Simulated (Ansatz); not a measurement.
A made-up structure of CH4NSi, doublet:

C1  (0.332, 0.100, 0.394)
Si2  (-1.059, 0.418, -0.679)
N3  (1.195, -1.244, 0.161)
H4  (-1.402, -0.490, -1.716)
H5  (-1.882, 1.569, -0.559)
H6  (0.489, 0.848, 1.128)
H7  (1.988, -1.445, 0.758)
(Å)

It is relaxed with PBE-D4/def2-SVP and then PBE0-D4/def2-TZVP (Ansatz 0.2.0). Atoms count as bonded within 1.22 times the sum of their covalent radii (H–H: 0.88 Å). The end point is not checked to be a true minimum.

(1) Does its bonding change? (Judge from chemistry; the calculation decides.)

## Answers

(1) By the calculation: No: no bond forms or breaks.

Where it ends: The first stage lowers the energy by 1.83 eV in 8 steps. It ends as CH₄NSi ([NH][CH][SiH2]):
| atom | x (Å) | y (Å) | z (Å) |
| --- | --- | --- | --- |
| C1 | 0.4268 | 0.0137 | 0.3019 |
| Si2 | -0.8696 | 0.5379 | -0.9283 |
| N3 | 1.0335 | -1.0974 | 0.1476 |
| H4 | -1.4390 | -0.5930 | -1.6988 |
| H5 | -1.8966 | 1.4288 | -0.3277 |
| H6 | 0.6713 | 0.7124 | 1.1166 |
| H7 | 1.7349 | -1.2465 | 0.8758 |

Labels in which every atom is bracketed show which atoms are joined, not bond orders.

For scale, one of the runs: PBE0-D4/def2-TZVP relaxation, 123 basis functions, launched by `ansatz run in.yaml --threads 2 --pin off --events-out ev --progress --plain --max-ram 4352MiB`. The run took about 53 s on 2 CPU threads of an Arm Neoverse V1 (shared host).
